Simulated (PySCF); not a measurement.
Compound: silanimine, H3NSi.
SMILES with atom numbers: `[NH:1]=[SiH2:2]` (hydrogens: H3 on N1; H4, H5 on Si2)

Method: PySCF 2.14.0, PBE0-D3(BJ)/def2-SVP geometry optimisation, gas phase; density fitting, grid level 1; the optimiser is geomeTRIC in internal coordinates, started from a GFN2-xTB structure.

Step 1: E = -9406.2168 eV
```
atom  x, y, z in Å  |  force x, y, z in eV/Å
N1      1.0708   -0.4933    0.0194   -0.021  -0.375   0.023
Si2    -0.4580   -0.0239   -0.0059    0.285   0.362  -0.023
H3      1.8633    0.1440   -0.0093   -0.118   0.050  -0.006
H4     -0.9031    1.4059   -0.0812   -0.252  -0.111   0.010
H5     -1.5557   -1.0269    0.0427    0.107   0.075  -0.004
```

Step 2: E = -9406.2388 eV
```
atom  x, y, z in Å  |  force x, y, z in eV/Å
N1      1.0720   -0.5146    0.0209    0.127  -0.076   0.003
Si2    -0.4370    0.0104   -0.0084   -0.168   0.040  -0.002
H3      1.8760    0.1080   -0.0076   -0.029   0.036  -0.004
H4     -0.9750    1.4104   -0.0813    0.033  -0.064   0.007
H5     -1.5188   -1.0084    0.0420    0.038   0.064  -0.004
```

Q: Estimate the geometry and energy of step 3. (The exact step hangs on the optimiser's Hessian estimate; all steps are aligned on step 2, rigid shifts and turns removed.)

A: E = -9406.2399 eV, largest force 0.081 eV/Å
```
atom  x, y, z in Å  |  force x, y, z in eV/Å
N1      1.0740   -0.5172    0.0212    0.036  -0.073   0.003
Si2    -0.4377    0.0069   -0.0082   -0.022   0.028  -0.001
H3      1.8704    0.1149   -0.0081   -0.010   0.042  -0.004
H4     -0.9684    1.4052   -0.0810    0.003   0.002   0.003
H5     -1.5210   -1.0041    0.0417   -0.007   0.000  -0.001
```

The energy changes by -0.0011 eV. The first-order estimate −F·Δx gives -0.0016 eV and the mean of the old and new forces, exact on a quadratic surface, -0.0011 eV. The step makes an angle of 64° with the force vector and moves no atom by more than 0.009 Å.

The cost below is that of the whole optimisation. On one thread of an Intel Xeon at 2.30 GHz, shared host with 24 logical CPUs at a one-minute load of 17, this took 3.0 s wall and 0.27 GiB of memory at its peak.
